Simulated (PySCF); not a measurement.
CH₈Si₂.
Numbering: `[SiH3:1][CH2:2][SiH3:3]` (hydrogens: H4, H5, H6 on Si1; H7, H8 on C2; H9, H10, H11 on Si3)

Jobs on this species (11 atoms, 42 electrons) with PySCF (density fitting). Hardware of each: one thread, Arm Neoverse N1 (aarch64), no GPU, on a shared host. Other jobs ran on the host; a repeat could differ by tens of per cent or more. Peak memory is the resident size of the whole Python process, interpreter and libraries included.

```csv
level and settings,work,basis functions,SCF cycles,wall time,peak memory
"delta-SCF UKS PBE, pcX-2 on the ionised atom, pcseg-1 elsewhere, spin-free X2C","ΔSCF core ionisation, 3 holes",132,?,?,?
"delta-SCF UKS SCAN, pcX-2 on the ionised atom, pcseg-1 elsewhere, spin-free X2C","ΔSCF core ionisation, 3 holes",132,?,?,?
"delta-SCF UKS HF, pcX-2 on the ionised atom, pcseg-1 elsewhere, spin-free X2C","ΔSCF core ionisation, 3 holes",132,?,?,?
"delta-SCF UKS PBE0, pcX-2 on the ionised atom, pcseg-1 elsewhere, spin-free X2C","ΔSCF core ionisation, 3 holes",132,35,21 s,0.47 GiB
"delta-SCF UKS B3LYP, pcX-2 on the ionised atom, pcseg-1 elsewhere, spin-free X2C","ΔSCF core ionisation, 3 holes",132,34,21 s,0.47 GiB
"delta-SCF UKS SCAN, pcX-1 on the ionised atom, pcseg-1 elsewhere, spin-free X2C","ΔSCF core ionisation, 3 holes",112,37,16 s,0.47 GiB
"delta-SCF UKS SCAN, def2-TZVP on the ionised atom, pcseg-1 elsewhere, spin-free X2C","ΔSCF core ionisation, 3 holes",109,36,18 s,0.47 GiB
"delta-SCF UKS SCAN, pcX-2 on the ionised atom, pcseg-1 elsewhere, non-relativistic","ΔSCF core ionisation, 3 holes",132,37,19 s,0.47 GiB
"PBE0-D3(BJ)/def2-SVP, grid level 1",geometry optimisation from a GFN2-xTB start shaken at random,90,30,24 s,0.39 GiB
```

Fill in the missing figures.

- delta-SCF UKS PBE, pcX-2 on the ionised atom, pcseg-1 elsewhere, spin-free X2C; ΔSCF core ionisation, 3 holes: 13 s, 0.47 GiB, 37 SCF cycles
- delta-SCF UKS SCAN, pcX-2 on the ionised atom, pcseg-1 elsewhere, spin-free X2C; ΔSCF core ionisation, 3 holes: 20 s, 0.40 GiB, 37 SCF cycles
- delta-SCF UKS HF, pcX-2 on the ionised atom, pcseg-1 elsewhere, spin-free X2C; ΔSCF core ionisation, 3 holes: 11 s, 0.47 GiB, 35 SCF cycles

What do all jobs in the table cost together?

About 2.7 min; the longest takes about 15 % of that, and about 2.2 times as long as the shortest.
